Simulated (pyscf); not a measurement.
This saddle point was located with ωB97X-D3(BJ)/def2-SVP in PySCF.

```
Mo
O 1 2.0491
H 2 0.9664 1 120.66
H 2 1.3496 3 137.70 1 -131.44
S 4 1.5100 2 133.13 3 145.52
H 5 1.3474 4 94.50 2 -100.33
S 1 2.0748 2 118.51 3 122.70
S 1 2.0797 2 129.74 3 -74.89
S 1 2.3573 2 83.25 3 18.54
H 9 1.3499 1 95.59 2 58.78
```
Charge 0, spin multiplicity 1.

Surface: singlet, charge 0. Lowest wavenumbers (cm⁻¹): 968i, 77, 133, 140, 158.

Q: What reaction is this the transition state of?

A: `[S]=[Mo](=[S])([SH])[SH]` + `[OH2]` ⇌ `[OH][Mo](=[S])(=[S])[SH]` + `[SH2]`, a four-centre exchange read from left to right: Mo–S, H–O broken and Mo–O, H–S formed. At ωB97M-D3(BJ)/def2-TZVP it lies +48.0 kJ/mol from the left side and +43.8 kJ/mol from the right (each side as separated species at their lowest minima found). On the reactant side the descent ends in an adduct with a Mo–O contact (not fully relaxed), 22.8 kJ/mol under the separated species and 64.6 kJ/mol under the saddle at ωB97X-D3(BJ)/def2-TZVP. On the product side the descent ends in an adduct with a Mo–S contact, 17.7 kJ/mol under the separated species and 37.8 kJ/mol under the saddle at ωB97X-D3(BJ)/def2-TZVP. What is counted as formed (Mo–O) is already present as a longer contact in the reactant adduct; forming that adduct is a step of its own. What is counted as broken (Mo–S) persists as a longer contact in the product adduct; parting that adduct is a step of its own. One saddle was located; it need not be the lowest between these sides. Elements past Kr carry the def2 core potentials, without spin-orbit coupling.
